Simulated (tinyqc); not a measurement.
Worked calculation: CCD on RHF in the sto-6g basis, frozen core, for H2F+, spin multiplicity 1. One step of it, computed by the program tinyqc.

Question. Iteration 8 (converged): orbitals. Diagonalise F' = X^T F X, C = X C', fill 5 alpha and 5 beta electrons from the bottom; D = 2 C_occ C_occ^T. Each column has its largest component positive (the first on a tie).

converged F (hartree), order 1F 1s, 1F 2s, 1F 2px, 1F 2py, 1F 2pz, 2H 1s, 3H 1s:
$$\begin{pmatrix}
-26.927541 & -6.521870 & 0.000000 & 0.000000 & -0.021480 & -1.050833 & -1.050833 \\
-6.521870 & -3.474134 & 0.000000 & 0.000000 & -0.101206 & -1.087265 & -1.087265 \\
0.000000 & 0.000000 & -1.025401 & 0.000000 & 0.000000 & 0.000000 & 0.000000 \\
0.000000 & 0.000000 & 0.000000 & -0.952792 & 0.000000 & -0.509280 & 0.509280 \\
-0.021480 & -0.101206 & 0.000000 & 0.000000 & -0.982349 & -0.385944 & -0.385944 \\
-1.050833 & -1.087265 & 0.000000 & -0.509280 & -0.385944 & -0.787585 & -0.320951 \\
-1.050833 & -1.087265 & 0.000000 & 0.509280 & -0.385944 & -0.320951 & -0.787585
\end{pmatrix}$$

X, order 1F 1s, 1F 2s, 1F 2px, 1F 2py, 1F 2pz, 2H 1s, 3H 1s:
$$\begin{pmatrix}
1.022433 & -0.131771 & 0.000000 & 0.000000 & -0.005000 & 0.016033 & 0.016033 \\
-0.131771 & 1.137827 & 0.000000 & 0.000000 & 0.051281 & -0.202484 & -0.202484 \\
0.000000 & 0.000000 & 1.000000 & 0.000000 & 0.000000 & 0.000000 & 0.000000 \\
0.000000 & 0.000000 & 0.000000 & 1.062105 & 0.000000 & -0.160158 & 0.160158 \\
-0.005000 & 0.051281 & 0.000000 & 0.000000 & 1.022532 & -0.089288 & -0.089288 \\
0.016033 & -0.202484 & 0.000000 & -0.160158 & -0.089288 & 1.107493 & -0.066997 \\
0.016033 & -0.202484 & 0.000000 & 0.160158 & -0.089288 & -0.066997 & 1.107493
\end{pmatrix}$$

Give: F' = X^T F X; orbital energies; coefficients C; D after iteration 8.

Answer.

F' = X^T F X (hartree):
$$\begin{pmatrix}
-26.5123 & -3.2037 & 0.0000 & 0.0000 & -0.0340 & -0.1476 & -0.1476 \\
-3.2037 & -2.2088 & 0.0000 & 0.0000 & 0.0340 & -0.4466 & -0.4466 \\
0.0000 & 0.0000 & -1.0254 & 0.0000 & 0.0000 & 0.0000 & 0.0000 \\
0.0000 & 0.0000 & 0.0000 & -0.7522 & 0.0000 & -0.4116 & 0.4116 \\
-0.0340 & 0.0340 & 0.0000 & 0.0000 & -0.9027 & -0.2656 & -0.2656 \\
-0.1476 & -0.4466 & 0.0000 & -0.4116 & -0.2656 & -0.3784 & -0.0690 \\
-0.1476 & -0.4466 & 0.0000 & 0.4116 & -0.2656 & -0.0690 & -0.3784
\end{pmatrix}$$

orbital energies (hartree): MO1 -26.9307, MO2 -2.0305, MO3 -1.1535, MO4 -1.0517, MO5 -1.0254, MO6 -0.0583, MO7 0.0919

coefficients C, order 1F 1s, 1F 2s, 1F 2px, 1F 2py, 1F 2pz, 2H 1s, 3H 1s:
$$\begin{pmatrix}
0.9971 & -0.2386 & 0.0000 & 0.0579 & 0.0000 & 0.0933 & 0.0000 \\
0.0128 & 0.9567 & 0.0000 & -0.3110 & 0.0000 & -0.6201 & 0.0000 \\
0.0000 & 0.0000 & 0.0000 & 0.0000 & 1.0000 & 0.0000 & 0.0000 \\
0.0000 & 0.0000 & 0.7458 & 0.0000 & 0.0000 & 0.0000 & 0.7894 \\
0.0016 & 0.0951 & 0.0000 & 0.8787 & 0.0000 & -0.5320 & 0.0000 \\
-0.0023 & 0.0773 & 0.3396 & 0.2144 & 0.0000 & 0.7339 & -0.7746 \\
-0.0023 & 0.0773 & -0.3396 & 0.2144 & 0.0000 & 0.7339 & 0.7746
\end{pmatrix}$$

D after iteration 8, order 1F 1s, 1F 2s, 1F 2px, 1F 2py, 1F 2pz, 2H 1s, 3H 1s:
$$\begin{pmatrix}
2.1091 & -0.4671 & 0.0000 & 0.0000 & 0.0596 & -0.0166 & -0.0166 \\
-0.4671 & 2.0244 & 0.0000 & 0.0000 & -0.3646 & 0.0146 & 0.0146 \\
0.0000 & 0.0000 & 2.0000 & 0.0000 & 0.0000 & 0.0000 & 0.0000 \\
0.0000 & 0.0000 & 0.0000 & 1.1125 & 0.0000 & 0.5065 & -0.5065 \\
0.0596 & -0.3646 & 0.0000 & 0.0000 & 1.5622 & 0.3915 & 0.3915 \\
-0.0166 & 0.0146 & 0.0000 & 0.5065 & 0.3915 & 0.3346 & -0.1267 \\
-0.0166 & 0.0146 & 0.0000 & -0.5065 & 0.3915 & -0.1267 & 0.3346
\end{pmatrix}$$
